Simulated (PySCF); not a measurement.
Cartesian coordinates in Å; atom numbers follow the order of the lines, from 1:
```xyz
14

C     1.9050   -0.2788   -0.2754
C     0.6342    0.3372    0.2841
C    -0.6288   -0.2746   -0.2902
C    -1.9031    0.3162    0.2655
F    -0.6220   -1.6354   -0.0213
H     1.9791   -0.1247   -1.3640
H     1.9204   -1.3625   -0.0903
H     2.8018    0.1601    0.1861
H     0.6102    1.4227    0.0895
H     0.6026    0.2163    1.3810
H    -0.6163   -0.1729   -1.3925
H    -1.9704    1.3885    0.0297
H    -2.7806   -0.1895   -0.1622
H    -1.9346    0.1979    1.3595
```

Geometry: PBE0-D3(BJ)/def2-SVP; GIAO absolute shieldings from PySCF, gas phase, non-relativistic, averaged over equivalent atoms.

At PBE0/cc-pVDZ (115 basis functions, 8 s wall time on 1 thread of an Arm Neoverse V1, shared host):
| atoms | σ (ppm) |
| --- | --- |
| C3 | 108.5 |
| C2 | 162.7 |
| C4 | 173.3 |
| C1 | 183.9 |
| F5 | 392.1 |
| H11 | 27.08 |
| H10 | 29.94 |
| H9 | 30.12 |
| H12/H13/H14 | 30.17 |
| H6/H7/H8 | 30.29 |

What do these become at B97-D/pcSseg-1?

Answers


```tsv
atoms	σ at B97-D/pcSseg-1	change
C3	86.1	-22.4
C2	144.2	-18.5
C4	155.1	-18.2
C1	165.7	-18.2
F5	370.2	-21.9
H11	27.02	-0.06
H10	30.00	+0.06
H9	30.17	+0.05
H12/H13/H14	30.13	-0.04
H6/H7/H8	30.28	-0.01
```

The largest change is at C3 (sp3 CH bonded to F). Cost: 130 basis functions, 21 s wall time on 1 thread of an Intel Xeon Platinum 8259CL, shared host. The order of the carbon signals is the same at both levels.
